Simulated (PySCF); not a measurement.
# C4H4O2 (3-butynoic acid): the cost of one run

Programs: PySCF 2.14.0, with density-fitted response routines of our own. Each step states its level of theory. These are calculated values for one molecule in the gas phase, unless marked as measured. Atoms count from 0, in the outputs and in this text.

## Step 1: Starting geometry

10 atoms, charge 0, multiplicity 1; geometry from: GFN2-xTB. The atoms were then displaced at random by about 0.01 Å, so the start is not that level's minimum.

Bonds of the start (Å): C0–C1 1.23, C1–C2 1.47, C2–C3 1.47, C3–O4 1.22, C3–O5 1.36, C0–H6 1.03, C2–H7 1.10, C2–H8 1.11, O5–H9 0.97.

## Step 2: Optimising the geometry at PBE0-D3(BJ)/def2-SVP

Job settings and geometry (Å):

```
{"job": {"xc": "PBE0", "basis": "def2-SVP", "d3": "d3bj", "grid": 1, "shake": 0.01, "kind": "geom"}, "charge": 0, "multiplicity": 1}
C      2.166900    -0.705740     0.516270
C      1.239150     0.002240     0.128150
C      0.106050     0.805700    -0.337940
C     -1.061670    -0.085940    -0.399070
O     -1.470620    -0.691810    -1.376560
O     -1.719660    -0.149400     0.784130
H      2.964140    -1.263390     0.842190
H      0.356520     1.206420    -1.329820
H     -0.057650     1.626360     0.395360
H     -2.472700    -0.765380     0.756220
```

The run is started by

```
> OMP_NUM_THREADS=1 python probes_run.py task.json out
```

One launch serves the whole session: the jobs run in the order shown.

**Question.** How long does this first job take on 1 thread of Arm Neoverse V1, shared host, and how much memory does it need?

About 75 s, with a peak of 0.43 GiB.
